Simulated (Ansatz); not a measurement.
# BSiH₃ (triplet): wave-function methods side by side at distance B1–H4 along a hydrogen transfer = 1.110 Å, cc-pVDZ

One table from this session's results is given with a row withheld; the runs are named, their logs left out.

Method: cc-pVDZ, core rule «outside noble gas», up to 6 orbitals frozen; program: Ansatz 0.2.0, Gaussian basis.

To be run: UHF; CCSD(T) on ROHF; CCSD(T) on UHF; BCCD(T) on ROHF; CISD; CCSDT(Q) on ROHF; CCSDT(Q) on UHF; CASSCF and MRCISD+Q, 4 electrons in 4 orbitals; CASSCF and NEVPT2, 4 electrons in 4 orbitals.

12 further runs of the same task are left out: 4 for a known fault of the program, 6 that didn't finish, 2 set aside as unsound or not needed.

## The system

The geometry derives from fragments relaxed apart (PBE0/def2-TZVP) and kept rigid, so it is no stationary point. A hydrogen atom is moved between rigid fragments.

5 atoms, charge 0, spin multiplicity 3.

Atoms are counted from 1 here; the program's logs count them from 0.

Bond lengths: B1–H2 1.193 Å, B1–H3 1.193 Å, B1–H4 1.110 Å. Angles: H2–B1–H3 120.0°, H2–B1–H4 120.0°, H3–B1–H4 120.0°.

Set-up of the first run:

in.yaml reads:

```yaml
crystal:
  periodic: [false, false, false]
  atoms:
    - {symbol: B, position_ang: [-1.984464, 0.000000, 0.000000]}
    - {symbol: H, position_ang: [-2.581198, 1.033571, 0.000000]}
    - {symbol: H, position_ang: [-2.581198, -1.033571, 0.000000]}
    - {symbol: H, position_ang: [-0.874464, 0.000000, 0.000000]}
    - {symbol: Si, position_ang: [0.980536, 0.000000, 0.000000]}
basis:
  gaussian: {orbitals: cc-pVDZ}
magnetization: {spin_polarized: true, initial_magnetization: 2}
hamiltonian: {xc: hf}
output: {orbitals: {seedname: orbitals}}
```

Command:

```console
> ansatz run in.yaml --threads 1 --pin off --events-out ev --progress --plain --max-ram 2393MiB
```

Steps of the session up to this table: UHF; CCSD(T) on ROHF; CCSD(T) on UHF; BCCD(T) on ROHF; CISD; CCSDT(Q) on ROHF; CCSDT(Q) on UHF; CASSCF and MRCISD+Q, 4 electrons in 4 orbitals; CASSCF and NEVPT2, 4 electrons in 4 orbitals.

One table of the session follows, with a row left open; its other results are not shown here.

| method | from UCCSDT(Q) (meV) |
| --- | --- |
| ROHF | +5320.6 |
| UHF | +5195.9 |
| RMP2 | +1270.9 |
| UMP2 | +1282.8 |
| CISD | +511.3 |
| RCCSD | +139.3 |
| UCCSD | +136.6 |
| RCCSD(T) | +33.4 |
| UCCSD(T) | +33.1 |
| BCCD(T) | +33.0 |
| RCCSDT | ? |
| UCCSDT | +4.3 |
| RCCSDT(Q) | +0.4 |
| UCCSDT(Q) | 0 |
| CASSCF pair | +4942.0 |
| NEVPT2 pair | +1231.2 |
| MRCISD pair | +474.1 |
| MRCISD+Q pair | +40.9 |

**Question.** Estimate the row for RCCSDT.

The run gave: from UCCSDT(Q) (meV): +4.5. In the column «from UCCSDT(Q) (meV)» it lies between UCCSDT (+4.3) and BCCD(T) (+33.0).

To keep in mind: Restricted and unrestricted rows rest on different reference determinants; where their highest levels disagree by more than a few hundredths of an eV, they describe different states and don't form one ladder.
